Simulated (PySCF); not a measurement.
Molecule: 1,3,5-Triazine, C₃H₃N₃.

Bonds (- single, = double, # triple, : aromatic): C1:N2 1.329 Å, N2:C3 1.329 Å, C3:N4 1.330 Å, N4:C5 1.329 Å, C5:N6 1.330 Å, N6:C1 1.329 Å. C1 carries H7; C3 carries H8; C5 carries H9.

Spin–spin couplings on one PBE0-D3(BJ)/def2-SVP geometry, PySCF 2.14, gas phase, non-relativistic, equivalent pairs averaged; isotopes 13C, 1H; basis pcJ-1.

Reference values (Hz): 1J(C1,H7) = 207.5 (measured; liquid or solution; F. J. Weigert, PhD thesis, Caltech 1968 (Carbon-13 magnetic resonance spectroscopy)); 3J(C1,H8) = 8.0 (measured; liquid or solution; F. J. Weigert, PhD thesis, Caltech 1968 (Carbon-13 magnetic resonance spectroscopy)).

Problem. How do the couplings (Hz) change with the functional? Times are CPU seconds on shared hosts with different chips, so compare them loosely.

Solution. 
```tsv
functional	functions	1J(C1,H7)	3J(C1,H8)	mean abs. error	core-s
LDA	192	171.3	6.6	18.8	12
PBE	192	200.3	8.0	3.6	22
KT2	192	217.7	8.8	5.5	23
B3LYP	192	215.8	8.8	4.6	26
PBE0	192	205.6	8.8	1.4	32
B97-2	192	197.2	8.4	5.4	31
BHandHLYP	192	229.0	10.7	12.1	32
CAM-B3LYP	192	213.3	9.0	3.4	42
```

Errors compare magnitudes, without vibrational corrections, and the largest couplings weigh most in the mean. Closest: PBE0; furthest: LDA. Left out for a near triplet instability: HF/pcJ-1.
